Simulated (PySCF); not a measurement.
**`C#CC(F)(F)F`, C3HF3**

Geometry:
| atom | x (Å) | y (Å) | z (Å) |
| --- | --- | --- | --- |
| C1 | 1.582 | -0.210 | -0.707 |
| C2 | 0.498 | -0.067 | -0.224 |
| C3 | -0.828 | 0.111 | 0.365 |
| F4 | -1.767 | -0.491 | -0.368 |
| F5 | -0.882 | -0.404 | 1.595 |
| F6 | -1.147 | 1.404 | 0.451 |
| H7 | 2.548 | -0.338 | -1.139 |

Theory: TDDFT CAM-B3LYP/aug-cc-pVTZ excited states, vertical, gas phase (PySCF). Geometry: PBE0-D3(BJ)/def2-TZVP.

Singlets 2 and 3, 4 and 5, 6 and 7 lie within 0.01 eV of each other, so their separate moments and overlaps can depend on how they mix.

How strongly do the lowest singlets absorb one photon, and two photons of half the energy?

δ for parallel linear polarisation; σ at the peak of a Lorentzian of half width 0.1 eV, single beam; Ω is circular over linear.
```csv
state,E (eV),f,photon λ (nm),δ (au),σ (GM),Ω,main
S1,6.49,0.000,382,<0.1,0.00,–,"HOMO→LUMO+1 0.45, HOMO−1→LUMO+2 0.44"
S2,6.75,0.000,367,0.66,0.01,1.50,"HOMO−1→LUMO+2 0.41, HOMO→LUMO+1 0.41"
S3,6.75,0.000,367,0.66,0.01,1.50,"HOMO→LUMO+2 0.41, HOMO−1→LUMO+1 0.41"
S4,8.32,0.060,298,12.4,0.32,1.50,HOMO→LUMO 0.87
S5,8.32,0.060,298,12.4,0.32,1.50,HOMO−1→LUMO 0.87
S6,9.10,0.021,272,17.5,0.53,1.50,"HOMO→LUMO+3 0.69, HOMO→LUMO+6 0.22"
```
